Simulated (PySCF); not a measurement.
# C4H10O: the cost of one run

Programs: PySCF 2.14.0, with density-fitted response routines of our own. Each step states its level of theory. These are calculated values for one molecule, in the gas phase or a continuum, unless marked as measured. Atoms count from 0, in the outputs and in this text.

## 1. The molecule as given

15 atoms, charge 0, multiplicity 1; geometry from: GFN2-xTB. The atoms were then displaced at random by about 0.01 Å, so the start is not that level's minimum.

Bonds of the start (Å): C0–C1 1.53, C1–C2 1.53, C2–C3 1.56, C2–O4 1.42, C0–H5 1.11, C0–H6 1.08, C0–H7 1.06, C1–H8 1.09, C1–H9 1.11, C2–H10 1.08, C3–H11 1.10, C3–H12 1.08, C3–H13 1.04, O4–H14 0.97.

## 2. Optimising the geometry at PBE0-D3(BJ)/def2-SVP

Job settings and geometry (Å):

```
{"job": {"xc": "PBE0", "basis": "def2-SVP", "d3": "d3bj", "grid": 1, "shake": 0.01, "kind": "geom"}, "charge": 0, "multiplicity": 1}
C     -1.637080    -0.730650     0.193140
C     -0.816730     0.550210     0.059060
C      0.534190     0.306160    -0.605220
C      1.511690    -0.528740     0.281790
O      1.163860     1.529410    -0.950690
H     -2.645420    -0.451510     0.577250
H     -1.774140    -1.180520    -0.781780
H     -1.181070    -1.415290     0.859610
H     -1.345850     1.292300    -0.530570
H     -0.658840     0.992440     1.060960
H      0.398230    -0.200420    -1.548270
H      1.090080    -1.533910     0.415250
H      1.557680    -0.062190     1.258320
H      2.444170    -0.595590    -0.169280
H      1.343890     2.010940    -0.126810
```

Run with:

```bash
$ OMP_NUM_THREADS=1 python probes_run.py task.json out
```

One launch serves the whole session: the jobs run in the order shown.

**Question.** How long does this first job take on 1 thread of AMD EPYC 9R45, shared host, and how much memory does it need?

About 19 s, with a peak of 0.49 GiB.
